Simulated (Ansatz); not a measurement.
# C3H6FNO: one species, many methods

One table from this session's results is given with a row withheld; the runs are named, their logs left out.

Program: Ansatz 0.2.0, Gaussian basis. Level of theory: functionals in def2-TZVPP, the program's frozen cores in correlated methods. These are calculated values, not measurements.

Levels to be run: PBE-D4, r2SCAN-D4, PBE0-D4, B3LYP-D4, ωB97X-V, ωB97M-V, B2PLYP; CCSD(T)/def2-TZVPP; MP2/def2-QZVPP; extrapolation to the limit.

## The relaxed structure

All runs share one geometry, relaxed beforehand with PBE0-D4 in a triple-zeta def2 set.

SMILES `NC/C(O)=C\F`, 12 atoms, charge 0, spin multiplicity 1.

Atoms are counted from 1 here; the program's logs count them from 0.

Bond lengths: N1–C2 1.460 Å, N1–H7 1.010 Å, N1–H8 1.012 Å, C2–C3 1.502 Å, C2–H9 1.093 Å, C2–H10 1.095 Å, C3–O4 1.352 Å, C3–C5 1.327 Å, O4–H11 0.976 Å, C5–F6 1.350 Å, C5–H12 1.081 Å. Angles: C2–N1–H7 111.7°, C2–N1–H8 111.3°, H7–N1–H8 108.0°, N1–C2–C3 108.2°, N1–C2–H9 114.8°, N1–C2–H10 107.5°, C3–C2–H9 110.2°, C3–C2–H10 108.5°, H9–C2–H10 107.4°, C2–C3–O4 114.5°, C2–C3–C5 124.5°, O4–C3–C5 120.9°, C3–O4–H11 103.9°, C3–C5–F6 120.5°, C3–C5–H12 125.4°, F6–C5–H12 114.1°.

Set-up of the first run:

in.yaml reads:

```yaml
crystal:
  periodic: [false, false, false]
  atoms:
    - {symbol: N, position_ang: [-0.090638, -1.405176, 0.963454]}
    - {symbol: C, position_ang: [-0.046764, 0.044953, 0.797644]}
    - {symbol: C, position_ang: [0.271865, 0.342340, -0.639973]}
    - {symbol: O, position_ang: [1.121234, -0.534919, -1.219987]}
    - {symbol: C, position_ang: [-0.199459, 1.383028, -1.314790]}
    - {symbol: F, position_ang: [-1.011126, 2.278039, -0.713227]}
    - {symbol: H, position_ang: [0.100192, -1.677791, 1.916625]}
    - {symbol: H, position_ang: [-0.995624, -1.777983, 0.705981]}
    - {symbol: H, position_ang: [-0.957505, 0.568488, 1.099322]}
    - {symbol: H, position_ang: [0.770770, 0.423701, 1.420433]}
    - {symbol: H, position_ang: [1.084675, -1.317026, -0.636714]}
    - {symbol: H, position_ang: [0.029283, 1.617146, -2.344968]}
basis:
  gaussian: {orbitals: def2-TZVPP}
hamiltonian: {xc: pbe, dispersion: d4}
output: {forces: true, orbitals: {seedname: orbitals}}
```

Started as:

```
ansatz run in.yaml --threads 4 --pin off --events-out ev --progress --plain --max-ram 10444MiB
```

Among the steps run: PBE-D4 (GGA); r2SCAN-D4 (meta-GGA); PBE0-D4 (hybrid); B3LYP-D4 (hybrid); ωB97X-V (range-separated); ωB97M-V (range-separated); B2PLYP (double hybrid); CCSD(T) in def2-TZVPP; MP2 in def2-QZVPP.

One of the session's tables, all rows but one given; the rest of the session is left out.

```
            method  atomisation energy (kJ/mol)
            PBE-D4                       4943.0
         r2SCAN-D4                       4774.5
           PBE0-D4                       4801.9
          B3LYP-D4                       4771.6
           ωB97X-V                       4776.1
           ωB97M-V                       4786.3
            B2PLYP                       4717.8
     HF/def2-TZVPP                       3272.7
    MP2/def2-TZVPP                            ?
   CCSD/def2-TZVPP                       4535.5
CCSD(T)/def2-TZVPP                       4624.1
           MP2/CBS                       4872.5
       CCSD(T)/CBS                       4760.2
```

Q: Estimate the row for MP2/def2-TZVPP from the others.

**Answer.** atomisation energy (kJ/mol): 4736.5. In the column «atomisation energy (kJ/mol)» it lies between B2PLYP (4717.8) and CCSD(T)/CBS (4760.2).
